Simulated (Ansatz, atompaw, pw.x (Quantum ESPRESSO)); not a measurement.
## pw.x on bcc H: one setting changed

Potential: PAW, atompaw 4.2.0.5, PBEsol; core none, reference 1s1; waves: 1s (bound): rc 1.35 bohr; 1s channel at 3.3 Ry: rc 1.35 bohr; 2p channel at 0.1 Ry: rc 1.35 bohr; 2p channel at 0.85 Ry: rc 1.35 bohr; local part: troulliermartins scheme with l = 2 at 0 Ry, radius 1.10 bohr; core correction: none; augmentation: besselshape compensation charge, radius 1.30 bohr; PAW radius 1.35 bohr; waves and projectors: custom polynom2 7 10 vanderbiltortho.

The reference run (k-mesh 18³, cutoffs 40/400 Ry, Fermi–Dirac 0.01 Ry, mixing_beta 0.4, conv_thr 1e-9, no spin) gives -2.46 GPa at 2.977 Å³/atom, where all-electron LAPW gives -2.42 GPa. This run, with its own iteration cap, changes mixing_mode to TF.

```
&control
  calculation='scf', prefix='x', pseudo_dir='./', outdir='./tmp', tstress=.true., disk_io='none'
/
&system
  ibrav=0, nat=1, ntyp=1, ecutwfc=40, ecutrho=400, nbnd=7,
  occupations='smearing', smearing='fd', degauss=0.01
/
&electrons
  conv_thr=1e-09, mixing_beta=0.4, electron_maxstep=50, mixing_mode='TF'
/
ATOMIC_SPECIES
H 1.0 H.UPF
CELL_PARAMETERS angstrom
  -0.90623246 0.90623246 0.90623246
  0.90623246 -0.90623246 0.90623246
  0.90623246 0.90623246 -0.90623246
ATOMIC_POSITIONS crystal
H 0.0000 0.0000 0.0000
K_POINTS automatic
18 18 18 0 0 0
```

```bash
pw.x < H.scf.in > H.scf.out
```

**Question.** How does the run end?

**Answer.** It converges in 5 iterations; the free energy moves by +0.0 meV/atom and the pressure by +0.00 GPa. The result is that of the reference run.

```
Message from routine setup:
     using ibrav=0 with symmetry is DISCOURAGED, use correct ibrav instead
     lattice parameter (alat)  =       2.9662  a.u.
     unit-cell volume          =      20.0898 (a.u.)^3
     number of electrons       =         1.00
     number of Kohn-Sham states=            7
     kinetic-energy cutoff     =      40.0000  Ry
     charge density cutoff     =     400.0000  Ry
     scf convergence threshold =      1.0E-09
     Exchange-correlation= SLA PW PSX PSC
     number of k points=   195  Fermi-Dirac smearing, width (Ry)=  0.0100
     iteration #  1     ecut=    40.00 Ry     beta= 0.40
     total energy              =      -1.07101158 Ry
     estimated scf accuracy    <       0.00000054 Ry
     iteration #  2     ecut=    40.00 Ry     beta= 0.40
     total energy              =      -1.07099266 Ry
     estimated scf accuracy    <       0.00000022 Ry
     iteration #  3     ecut=    40.00 Ry     beta= 0.40
     total energy              =      -1.07099272 Ry
     estimated scf accuracy    <          2.6E-09 Ry
     iteration #  4     ecut=    40.00 Ry     beta= 0.40
     total energy              =      -1.07099275 Ry
     estimated scf accuracy    <          5.0E-09 Ry
     iteration #  5     ecut=    40.00 Ry     beta= 0.40
     the Fermi energy is     3.8210 ev
!    total energy              =      -1.07099275 Ry
     estimated scf accuracy    <          2.7E-12 Ry
     smearing contrib. (-TS)   =      -0.00043783 Ry
     The total energy is F=E-TS. E is the sum of the following terms:
     one-electron contribution =       0.63473637 Ry
     hartree contribution      =       0.01573981 Ry
     xc contribution           =      -0.65879007 Ry
     ewald contribution        =      -1.06253058 Ry
     one-center paw contrib.   =       0.00028955 Ry
     convergence has been achieved in   5 iterations
          total   stress  (Ry/bohr**3)                   (kbar)     P=      -24.63
     Message from routine punch:
     Nothing written, as per user request (disk_io='none')
```

The run took about 2.2 s on one core of a shared host (Intel(R) Xeon(R) Platinum 8259CL CPU @ 2.50GHz, 96 threads, 755 GiB, load 34).
